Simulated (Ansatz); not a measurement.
```yaml
crystal:
  periodic: [false, false, false]
  atoms:
    - {symbol: C, position_ang: [-0.725484, 0.023837, -0.661840]}
    - {symbol: Si, position_ang: [0.891555, 0.865977, -0.136778]}
    - {symbol: Si, position_ang: [-0.068105, -0.907944, 0.854521]}
    - {symbol: H, position_ang: [-1.644068, 0.592461, -0.533364]}
    - {symbol: H, position_ang: [-0.720488, -0.508852, -1.610437]}
    - {symbol: H, position_ang: [0.767024, 2.234031, 0.418590]}
    - {symbol: H, position_ang: [2.037730, 0.718162, -1.064124]}
    - {symbol: H, position_ang: [0.410767, -2.289862, 0.616829]}
    - {symbol: H, position_ang: [-0.860531, -0.774310, 2.099404]}
basis:
  gaussian: {orbitals: STO-3G}
hamiltonian: {xc: {name: HF}}
correlation: {method: mp2, frozen_orbitals: {C: 9}}
accuracy: high
```

```sh
$ ansatz run in.yaml --threads 2 --pin off --events-out ev --progress --plain --max-ram 4352MiB
```

It prints (some lines left out):

```
Functional definition: HF
Error: "frozen_orbitals" has no count for Si
```

In this input frozen orbitals are typed for one element alone, and the program wants a count for each. The program refused the input.
